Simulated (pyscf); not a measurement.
H₃Si–S–SiH₃ + H₂O -> HO–SiH₃ + H₃Si–SH (four-centre exchange; singlet surface; S–Si, H–O broken, O–Si, H–S formed). Structures and frequencies: ωB97X-D3(BJ)/def2-SVP in PySCF. Rate constants from transition-state theory, ωB97M-D3(BJ)/def2-TZVP energies (ideal gas, 1 atm, RRHO with modes under 100 cm⁻¹ raised to 100, one conformer, R ln 2 for chiral ones without a mode under 150 cm⁻¹; no tunnelling), k in cm³ molecule⁻¹ s⁻¹.

```csv
T (K),1000/T,log10 k
298,3.354,-29.27
600,1.667,?
900,1.111,-18.57
1200,0.833,-17.06
```

Fit an Arrhenius line to the three values, give the activation energy, and predict k at 600 K.

Least squares gives log10 k = -13.13 − 4.82 × 1000/T, so Ea = 4.82 × ln 10 × 1.987 = 22.1 kcal/mol, against an electronic barrier of 20.4. At 600 K the line gives -21.16; the computed value is -21.35 (ΔG‡ = 42.2 kcal/mol), a factor 1.5 under the line, since the plot is curved. On the product side the descent ends in a complex (not fully relaxed), 4.6 kcal/mol under the separated species and 29.7 kcal/mol under the saddle at ωB97X-D3(BJ)/def2-TZVP. One saddle was located; it need not be the lowest between these sides.
